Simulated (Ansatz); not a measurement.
**Si2 (triplet): wave-function methods side by side, cc-pV(T+d)Z**

Aim: climb from Hartree-Fock through coupled cluster and multireference methods for Si2 (triplet) at one geometry and basis, and see what each rung misses.

The runs use Ansatz 0.2.0, Gaussian basis; cc-pV(T+d)Z, core rule «outside noble gas», up to 10 orbitals frozen.

The runs, in order: UHF; CCSD(T) on ROHF; CCSD(T) on UHF; BCCD(T) on ROHF; CISD; CCSDT(Q) on ROHF; CCSDT(Q) on UHF; CISDTQ; CASSCF and MRCISD+Q, 8 electrons in 8 orbitals; CASSCF and MRCISD+Q(relaxed), 8 electrons in 8 orbitals; CASSCF and NEVPT2, 8 electrons in 8 orbitals.

10 further runs of the same task are left out: 1 that didn't finish, 9 set aside as unsound or not needed.

## 1. The geometry

The geometry is an MP2(full)/6-31G* stationary point (not a proven minimum).

2 atoms, charge 0, spin multiplicity 3.

Atoms are counted from 1 here; the program's logs count them from 0.

Bond lengths: Si1–Si2 2.260 Å.

## 2. UHF

The input, in.yaml:

```yaml
crystal:
  periodic: [false, false, false]
  atoms:
    - {symbol: Si, position_ang: [0.000000, 0.000000, 0.000000]}
    - {symbol: Si, position_ang: [0.000000, 0.000000, 2.260108]}
basis:
  gaussian: {orbitals: "cc-pV(T+d)Z.json"}
magnetization: {spin_polarized: true, initial_magnetization: 2}
hamiltonian: {xc: hf}
output: {orbitals: {seedname: orbitals}}
```

Run with:

```console
ansatz run in.yaml --threads 1 --pin off --events-out ev --progress --plain --max-ram 2764MiB --backend cpu
```

The runs that follow: CCSD(T) on ROHF; CCSD(T) on UHF; BCCD(T) on ROHF; CISD; CCSDT(Q) on ROHF; CCSDT(Q) on UHF; CISDTQ; CASSCF and MRCISD+Q, 8 electrons in 8 orbitals; CASSCF and MRCISD+Q(relaxed), 8 electrons in 8 orbitals; CASSCF and NEVPT2, 8 electrons in 8 orbitals.

Q: Predict the results of all the runs planned. Wanted: UCCSDT(Q) below the RHF energy; RMP2 from UCCSDT(Q); UMP2 from UCCSDT(Q); RCCSD from UCCSDT(Q); RCCSD(T) from UCCSDT(Q); UCCSD(T) from UCCSDT(Q); RCCSDT(Q) from UCCSDT(Q); NEVPT2 valence from UCCSDT(Q); MRCISD+Q valence from UCCSDT(Q).

The runs gave:

| quantity | value |
| --- | --- |
| UCCSDT(Q) below the RHF energy | -5.6363 eV |
| RMP2 from UCCSDT(Q) | +1210.6 meV |
| UMP2 from UCCSDT(Q) | +1240.3 meV |
| RCCSD from UCCSDT(Q) | +389.9 meV |
| RCCSD(T) from UCCSDT(Q) | +75.1 meV |
| UCCSD(T) from UCCSDT(Q) | +75.8 meV |
| RCCSDT(Q) from UCCSDT(Q) | +1.1 meV |
| NEVPT2 valence from UCCSDT(Q) | +966.9 meV |
| MRCISD+Q valence from UCCSDT(Q) | +17.0 meV |
| MRCISD+Q(relaxed) valence from UCCSDT(Q) | -3.3 meV |
| levels within 1 kcal/mol (43 meV) | RCCSDT, UCCSDT, CISDTQ, RCCSDT(Q), MRCISD+Q valence, MRCISD+Q(relaxed) valence |
| T1 diagnostic | 0.021 |
| effectively unpaired electrons | 2.04 |

What this shows: RCCSD(T) misses by +75.1 meV, 1.3 % of the correlation energy. One determinant dominates. Of the multireference levels listed MRCISD+Q(relaxed) valence comes nearest in total energy (-3.3 meV), which doesn't show that its space is the better one. These misses are within one basis, not against nature; the frozen cores of restricted and unrestricted runs differ, which can shift their rows.
